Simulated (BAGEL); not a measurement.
**CN (SMILES [C]#N) at UHF/STO-3G (density fitting with qzvpp-jkfit)**

Aim: the vertical doublet–quartet gap of CN at UHF/STO-3G (density fitting with qzvpp-jkfit), from 2 runs. 

Program for the calculation: BAGEL 1.2.2.

4 further runs of the same task are left out: 2 that didn't finish, 2 set aside as unsound or not needed.

### Step 1. The structure to begin with

CN has 2 atoms, charge 0, and is taken as a doublet. SMILES: `[C]#N`. The coordinates come from a PBE0-D4/def2-TZVP relaxation.

Bond lengths: C1–N2 1.160 Å.

### Step 2. A single-point energy at UHF/STO-3G (density fitting with qzvpp-jkfit)

Contents of job.json:

```json
{ "bagel": [

{
  "title": "molecule",
  "basis": "sto-3g",
  "df_basis": "qzvpp-jkfit",
  "angstrom": true,
  "geometry": [
    { "atom": "C", "xyz": [    0.495600,   -0.160400,    0.255200 ] },
    { "atom": "N", "xyz": [   -0.495600,    0.160400,   -0.255200 ] }
  ]
},
{
  "title": "uhf",
  "charge": 0,
  "nopen": 1
},
{
  "title": "print",
  "file": "orbitals.molden",
  "orbitals": true
}

]}
```

Run with:

```bash
$ BAGEL_NUM_THREADS=1 BAGEL job.json > job.out
```

Standard output:

```text
* using 1 threads per process

  ===============================================================
  ===============================================================

  *** Geometry ***

  { "atom" : "C", "xyz" : [      0.936548,     -0.303112,      0.482258 ] },
  { "atom" : "N", "xyz" : [     -0.936548,      0.303112,     -0.482258 ] },

  Number of auxiliary basis functions:      152

  Since a DF basis is specified, we compute 2- and 3-index integrals:
    o Being stored without compression. Storage requirement is 0.000 GB

  Number of basis functions:       10
  Number of electrons      :       13

    * METHOD: MOLECULE                             0.02

  *** Open-shell HF ***

  === Nuclear Repulsion ===
    19.1577415723

      * DIIS with orbital gradients will be used.

  === UHF iteration (sto-3g) ===
      0        -90.94248184          0.08888179           0.00
      1        -90.93848699          0.10038911           0.00
      2        -90.93510212          0.10771150           0.00
      3        -90.99312394          0.00817063           0.00
      4        -90.99746706          0.00793011           0.00
      5        -91.00630587          0.02711104           0.00
      6        -90.99348890          0.01279996           0.00
      7        -91.00490185          0.01237194           0.00
      8        -91.01625763          0.01661358           0.00
      9        -91.01659112          0.01543985           0.00
     10        -91.01801610          0.00734079           0.00
     11        -91.01907761          0.00349528           0.00
     12        -91.01925015          0.00047511           0.00
     13        -91.01926223          0.00005859           0.00
     14        -91.01926742          0.00002402           0.00
     15        -91.01926830          0.00000618           0.00
     16        -91.01926851          0.00000039           0.00
     17        -91.01926851          0.00000013           0.00
     18        -91.01926851          0.00000006           0.00
     19        -91.01926851          0.00000001           0.00
     20        -91.01926851          0.00000000           0.00
    * SCF iteration converged.

    * S^2 (UHF) is 1.2198

    * Permanent dipole moment:
           (   -0.640381,     0.207258,    -0.329752) a.u.

    * METHOD: UHF                                  0.05

    * METHOD: PRINT                                0.00

  ===============================================================
```

It took 0.2 s on 1 thread of Arm Neoverse V1, shared host.

### Step 3. The quartet

Contents of input.json:

```json
{ "bagel" : [

{
  "title" : "molecule",
  "basis" : "sto-3g",
  "df_basis" : "qzvpp-jkfit",
  "angstrom" : true,
  "geometry" : [
    { "atom" : "C", "xyz" : [       0.495600,      -0.160400,       0.255200 ] },
    { "atom" : "N", "xyz" : [      -0.495600,       0.160400,      -0.255200 ] }
  ]
},

{ "title" : "uhf", "nopen" : 3 },

{ "title" : "print", "file" : "orbitals.molden", "orbitals" : true }

]}
```

Run with:

```bash
$ BAGEL_NUM_THREADS=1 BAGEL input.json > input.out
```

Standard output:

```text
* using 1 threads per process

  ===============================================================
  ===============================================================

  *** Geometry ***

  { "atom" : "C", "xyz" : [      0.936548,     -0.303112,      0.482258 ] },
  { "atom" : "N", "xyz" : [     -0.936548,      0.303112,     -0.482258 ] },

  Number of auxiliary basis functions:      152

  Since a DF basis is specified, we compute 2- and 3-index integrals:
    o Being stored without compression. Storage requirement is 0.000 GB

  Number of basis functions:       10
  Number of electrons      :       13

    * METHOD: MOLECULE                             0.02

  *** Open-shell HF ***

  === Nuclear Repulsion ===
    19.1577415723

      * DIIS with orbital gradients will be used.

  === UHF iteration (sto-3g) ===
      0        -90.75153011          0.02820466           0.00
      1        -90.76630693          0.01590504           0.00
      2        -90.77509611          0.01450895           0.00
      3        -90.78219348          0.01234165           0.00
      4        -90.80046319          0.00543790           0.00
      5        -90.80361685          0.00341805           0.00
      6        -90.80676044          0.00196944           0.00
      7        -90.80719375          0.00062202           0.00
      8        -90.80754782          0.00064566           0.00
      9        -90.80761885          0.00014214           0.00
     10        -90.80767390          0.00013093           0.00
     11        -90.80770505          0.00011303           0.00
     12        -90.80777244          0.00003416           0.00
     13        -90.80777249          0.00001006           0.00
     14        -90.80777247          0.00000432           0.00
     15        -90.80777254          0.00000080           0.00
     16        -90.80777254          0.00000048           0.00
     17        -90.80777254          0.00000019           0.00
     18        -90.80777254          0.00000009           0.00
     19        -90.80777254          0.00000003           0.00
     20        -90.80777254          0.00000001           0.00
    * SCF iteration converged.

    * S^2 (UHF) is 3.8746

    * Permanent dipole moment:
           (   -0.595541,     0.192746,    -0.306663) a.u.

    * METHOD: UHF                                  0.05

    * METHOD: PRINT                                0.00

  ===============================================================
```

It took 0.2 s on 1 thread of Arm Neoverse V1, shared host.

### Step 4. Outcome

At UHF/STO-3G (density fitting with qzvpp-jkfit):

| quantity | value |
| --- | --- |
| doublet: total energy | -91.01927 Eh |
| doublet: dipole moment | 1.91 D |
| doublet: ⟨S²⟩ | 1.220 |
| quartet: total energy | -90.80777 Eh |
| quartet: dipole moment | 1.77 D |
| quartet: ⟨S²⟩ | 3.875 |
| vertical energy of the quartet above the doublet | 5.755 eV |

**Reading.** At this shape the quartet lies 5.76 eV (133 kcal/mol) above the doublet. In a minimal basis such a difference can be off by several eV, whatever the method. ⟨S²⟩ (doublet) is 1.22 where a pure doublet has 0.75: the reference is spin-contaminated. ⟨S²⟩ (quartet) is 3.87 where a pure quartet has 3.75: the reference is spin-contaminated.
